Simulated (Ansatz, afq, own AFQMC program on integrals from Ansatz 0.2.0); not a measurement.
**GeH4Cl, doublet in cc-pVTZ, levels against AFQMC with the constraint released**

```yaml
atoms:
  - { symbol: Ge, position_ang: [-1.0527, 0.0000, 0.0000] }
  - { symbol: H, position_ang: [-1.5642, 1.4466, 0.0000] }
  - { symbol: H, position_ang: [-1.5642, -0.7233, 1.2528] }
  - { symbol: H, position_ang: [-1.5642, -0.7233, -1.2528] }
  - { symbol: H, position_ang: [0.6703, 0.0000, 0.0000] }
  - { symbol: Cl, position_ang: [2.2713, 0.0000, 0.0000] }
```

Connectivity, by distances: GeH3 ··· Cl, 1 bridging H.

Basis cc-pVTZ. Only valence electrons are correlated. AFQMC by an in-house program on the Cholesky factors that Ansatz 0.2.0 writes for its CCSD(T) run. The CISD trial takes its coefficients from CCSD amplitudes. Released means that phaseless walkers are propagated on without the constraint, phases kept. Uncertainties: one standard error, sampling alone. No spin–orbit coupling.

Determinant: UHF, the one that the program's search chose, which needn't be the lowest solution. The geometry is a point of a scan.

No full CI on the walks' own integrals is used here. The released AFQMC energy serves as the reference, which it does only where one determinant dominates, the energy is flat over the last release times and near the phaseless one (40 meV or 2 meV an electron, half that with transition metals). On small molecules, where full CI could be run and the noise was under 10 meV, such values lay within 10 meV of it in 19 cases of 20, a flattering rate, since the rule was set on those same cases; what remains of the bias isn't in the error bar.

Cautions: no relativity below Rb; no spin-orbit coupling; inner d shell frozen; the released value is read at 0.99 1/Eh, later times being too noisy (meV from the phaseless value at times in 1/Eh: -13 ± 6 at 0.24, -11 ± 8 at 0.51, -17 ± 9 at 0.99, -13 ± 14 at 1.50).

The T1 diagnostic is 0.0148. The weight of the determinant in the CISD state is 0.846 and the ⟨S²⟩ of the determinant is 0.784. The size of the correlated space is 15 electrons in 114 orbitals.

Reference: AFQMC with the constraint released, correlation energy -10.416 ± 0.009 eV.

```json
{"level": "HF", "E − E(reference) (kJ/mol)": "1005.0 ± 0.9", "share of correlation (%)": "0.00"}
{"level": "MP2", "E − E(reference) (kJ/mol)": "160.0 ± 0.9", "share of correlation (%)": "84.07"}
{"level": "CCSD", "E − E(reference) (kJ/mol)": "38.0 ± 0.9", "share of correlation (%)": "96.22"}
{"level": "CCSD(T)", "E − E(reference) (kJ/mol)": "5.2 ± 0.9", "share of correlation (%)": "99.48"}
{"level": "ph-AFQMC/CISD", "E − E(reference) (kJ/mol)": "1.6 ± 1.1", "share of correlation (%)": "99.84"}
```

A walk keeps the symmetry of its determinant, which the program's search chose and which needn't be the lowest solution, so a lower state of the same spin and another symmetry isn't excluded. Released energies are given only where the last usable release times agree within the noise; a slower fall can still hide under it.
